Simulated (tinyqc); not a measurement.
Worked calculation: G0W0 on RHF in the sto-3g basis, for H2O, spin multiplicity 1. One step of it, computed by the program tinyqc.

Question. Iteration 1: diagonalisation and new density. Diagonalise F' = X^T F X, C = X C', fill 5 alpha and 5 beta electrons from the bottom; D = 2 C_occ C_occ^T. Each column has its largest component positive (the first on a tie).

Fock matrix F (hartree), lower triangle:
```
             1O 1s      1O 2s    1O 2px     1O 2py     1O 2pz      2H 1s      3H 1s
1O 1s   -18.809120
1O 2s    -4.871391  -1.781860
1O 2px    0.000000   0.000000  0.316076
1O 2py    0.000000   0.000000  0.000000   0.211011
1O 2pz   -0.011769  -0.184550  0.000000   0.000000   0.241996
2H 1s    -0.778600  -0.564702  0.000000  -0.163255  -0.188797  -0.146125
3H 1s    -0.778600  -0.564702  0.000000   0.163255  -0.188797  -0.185968  -0.146125
```

X:
```
                1          2          3         4          5          6         7
1O 1s   -0.349676   0.000000   0.728862  0.000000   0.618832   0.000000  0.174652
1O 2s    1.024307   0.000000  -0.304671  0.000000   0.321854   0.000000  0.438647
1O 2px   0.000000   0.000000   0.000000  1.000000   0.000000   0.000000  0.000000
1O 2py   0.000000   0.838919   0.000000  0.000000   0.000000   0.699685  0.000000
1O 2pz   0.500276   0.000000   0.665789  0.000000  -0.611343   0.000000  0.219474
2H 1s   -0.645473  -0.768321  -0.181157  0.000000  -0.149157   0.381988  0.385791
3H 1s   -0.645473   0.768321  -0.181157  0.000000  -0.149157  -0.381988  0.385791
```

Give: F' = X^T F X; orbital energies; coefficients C; D after iteration 1.

Answer.

F' = X^T F X (hartree), lower triangle:
```
         1       2        3       4        5        6        7
1  -0.0466
2   0.0000  0.6165
3   1.9156  0.0000  -7.4675
4   0.0000  0.0000   0.0000  0.3161
5   1.7120  0.0000  -8.3692  0.0000  -8.8439
6   0.0000  0.1714   0.0000  0.0000   0.0000  -0.0596
7   0.5734  0.0000  -3.6656  0.0000  -4.1349   0.0000  -2.4427
```

orbital energies (hartree): MO1 -18.8202, MO2 -0.6590, MO3 -0.1006, MO4 0.1219, MO5 0.3161, MO6 0.5567, MO7 0.6574

coefficients C:
```
            MO1      MO2      MO3      MO4     MO5      MO6      MO7
1O 1s    0.9934  -0.2241   0.0000  -0.1533  0.0000  -0.0805   0.0000
1O 2s    0.0284   0.7973   0.0000   0.7403  0.0000   0.5034   0.0000
1O 2px   0.0000   0.0000   0.0000   0.0000  1.0000   0.0000   0.0000
1O 2py   0.0000   0.0000   0.4855   0.0000  0.0000   0.0000   0.9786
1O 2pz   0.0030   0.1813   0.0000  -0.5242  0.0000   0.8988   0.0000
2H 1s   -0.0053   0.2023   0.5501  -0.4598  0.0000  -0.6068  -0.6585
3H 1s   -0.0053   0.2023  -0.5501  -0.4598  0.0000  -0.6068   0.6585
```

D after iteration 1, lower triangle:
```
          1O 1s    1O 2s  1O 2px   1O 2py  1O 2pz    2H 1s   3H 1s
1O 1s    2.1210
1O 2s   -0.5278   2.3692
1O 2px   0.0000   0.0000  2.0000
1O 2py   0.0000   0.0000  0.0000   0.4714
1O 2pz   0.0854  -0.4868  0.0000   0.0000  0.6153
2H 1s    0.0398  -0.3586  0.0000   0.5342  0.5554   1.1100
3H 1s    0.0398  -0.3586  0.0000  -0.5342  0.5554  -0.1005  1.1100
```
